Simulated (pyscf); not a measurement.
H₂N–SiH₂–NH₂ + NH₂• -> H₂N–SiH•–NH₂ + NH₃ (hydrogen abstraction; doublet surface; H–Si broken, H–N formed). PySCF, gas phase, ωB97X-D3(BJ)/def2-SVP geometries. Energies in kcal/mol from the separated reactants.

| level | barrier | reaction energy |
|---|---|---|
| ωB97X-D3(BJ)/def2-TZVP | 4.1 | -15.5 |
| PBE/def2-TZVP | ? | ? |
| B3LYP-D3(BJ)/def2-TZVP | ? | -16.6 |
| PBE0-D3(BJ)/def2-TZVP | 0.7 | -18.5 |
| ωB97M-D3(BJ)/def2-TZVP | 4.7 | -15.6 |
| HF/def2-TZVP | 22.8 | -3.5 |

Q: What belongs in the gaps?

A: 
- PBE/def2-TZVP, barrier: -3.9
- PBE/def2-TZVP, reaction energy: -21.8
- B3LYP-D3(BJ)/def2-TZVP, barrier: 1.5

On the reactant side the descent ends in a complex (not fully relaxed), 5.7 kcal/mol under the separated species and 9.8 kcal/mol under the saddle at ωB97X-D3(BJ)/def2-TZVP. At PBE the saddle lies under the separated reactants, which points to a path from their complex (located at ωB97X-D3(BJ) alone). One saddle was located; it need not be the lowest between these sides. The angle at the transferred H is 150°.
